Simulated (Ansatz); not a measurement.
A calculation with Ansatz (development build ahead of 0.2.0).

```yaml
crystal:
  periodic: [false, false, false]
  atoms:
    - { symbol: P, position_ang: [0.0, 0.0, 0.0] }
    - { symbol: O, position_ang: [0.0, 0.0, 4.44] }
basis:
  gaussian: { orbitals: def2-SVP }
magnetization:
  spin_polarized: true
  initial_magnetization: 1
hamiltonian:
  xc: pbe0
output:
  forces: true
```

The input is written out in the form of the current development build from the run's settings.

The run gave:

- Converged: yes
- Total energy: -415.94664 hartree
- Spin squared of the determinant: 2.750
- Stability test: minimum

Forces (eV/Å):
| atom | Fx | Fy | Fz |
| --- | --- | --- | --- |
| P1 | 0.000 | 0.000 | 0.019 |
| O2 | 0.000 | 0.000 | -0.019 |

Caution: charge can spread falsely over distant fragments; the unrestricted determinant is a mixture of spin states.
